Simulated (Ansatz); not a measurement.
Geometry optimisation, RKS BHLYP/def2-SVP (Ansatz).

input.yaml

```yaml
crystal:
  periodic: [false, false, false]
  atoms:
    - { symbol: Al, position_ang: [-0.091945, 4.0e-06, -1.125415] }
    - { symbol: Cl, position_ang: [1.57598, 3.0e-06, 1.873302] }
    - { symbol: H, position_ang: [2.042128, -4.0e-06, 0.630955] }
    - { symbol: Cl, position_ang: [-2.159363, -2.0e-06, -0.589642] }
basis:
  gaussian: { orbitals: def2-SVP }
hamiltonian:
  xc: { name: BHLYP }
relax:
  f_tol: 0.03
  max_steps: 50
output:
  orbitals: {}
```

Launched with:

```bash
$ ansatz run input.yaml --threads 1 --pin off --max-ram 2048MiB --backend cpu --events-out ev --progress --plain --runs-dir out
```

**Question.** Where does it end, and by what steps?

**Answer.** The forces met the threshold. The force dipped under the threshold on the way, but the program's further checks kept it going. After 12 steps the energy has fallen by 0.096 eV; H3 moved furthest, 0.62 Å.

```tsv
step	energy less start (eV)	largest force component (eV/Å)	accepted
0	0.0000	1.281	yes
1	-0.0567	0.711	yes
2	-0.0679	0.760	yes
3	-0.0835	0.109	yes
4	-0.0883	0.250	yes
5	-0.0895	0.230	yes
6	-0.0724	1.019	no
7	-0.0951	0.073	yes
8	-0.0955	0.029	yes
9	-0.0934	0.324	no
10	-0.0958	0.050	yes
11	-0.0959	0.059	yes
12	-0.0960	0.002	yes
```

```xyz
4
Properties=species:S:1:pos:R:3
Al -0.301 0.000 -1.427
Cl 1.381 0.000 1.647
H 2.508 0.000 1.039
Cl -2.221 0.000 -0.471
```

Whether the end is a true minimum wasn't checked by a vibrational analysis.

The run took 19 s on 1 thread of Arm Neoverse V1 (shared host), peak memory 0.11 GiB.
